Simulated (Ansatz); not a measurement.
C₄H₁₂Si, SMILES `CC[SiH2]CC`, 17 atoms. Charge 0, multiplicity 1. All runs use 4 threads of an Arm Neoverse V2 on a shared host. Correlated methods freeze the cores.

Q: How many basis functions does each run have, and how long does it take in Ansatz? RKS revPBE-D4/def2-TZVPP energy; RHF-MP2/def2-QZVPP energy; RKS ωB97M-V/def2-QZVPP energy; RKS ωB97M-V/def2-SVP energy; RKS B3LYP-D4/def2-TZVPP energy and forces; RHF-CCSD(T)/def2-SVP energy; RKS BHLYP-D4/def2-TZVPP energy; RKS PBE0-D4/def2-SVP energy; RKS PBE0-D4/def2-TZVP relaxation (8 steps); RHF-CCSD(T)/def2-TZVPP energy; direct RPA on PBE orbitals/def2-TZVPP energy; RKS PBE0-D4/def2-QZVPP energy. (An estimate is asked.)

A: Ansatz gave: Other jobs shared the machine, so times are rough.

| level | job | functions | wall time | peak host memory (GiB) |
| --- | --- | --- | --- | --- |
| RKS PBE0-D4/def2-SVP | energy | 134 | 1.5 s | 0.32 |
| RKS revPBE-D4/def2-TZVPP | energy | 334 | 3.2 s | 0.52 |
| RKS BHLYP-D4/def2-TZVPP | energy | 334 | 4.8 s | 1 |
| RKS ωB97M-V/def2-SVP | energy | 134 | 6 s | 0.45 |
| RKS B3LYP-D4/def2-TZVPP | energy and forces | 334 | 8.5 s | 1.2 |
| direct RPA on PBE orbitals/def2-TZVPP | energy | 334 | 9.5 s | 1.1 |
| RHF-CCSD(T)/def2-SVP | energy | 134 | 13 s | 0.94 |
| RKS PBE0-D4/def2-QZVPP | energy | 658 | 16 s | 2.8 |
| RKS ωB97M-V/def2-QZVPP | energy | 658 | 33 s | 3.5 |
| RKS PBE0-D4/def2-TZVP | relaxation (8 steps) | 233 | 38 s | 0.7 |
| RHF-MP2/def2-QZVPP | energy | 658 | 49 s | 6.6 |
| RHF-CCSD(T)/def2-TZVPP | energy | 334 | 22 min | 5.4 |

B3LYP here is the variant with VWN-RPA as its local correlation; programs differ in this.
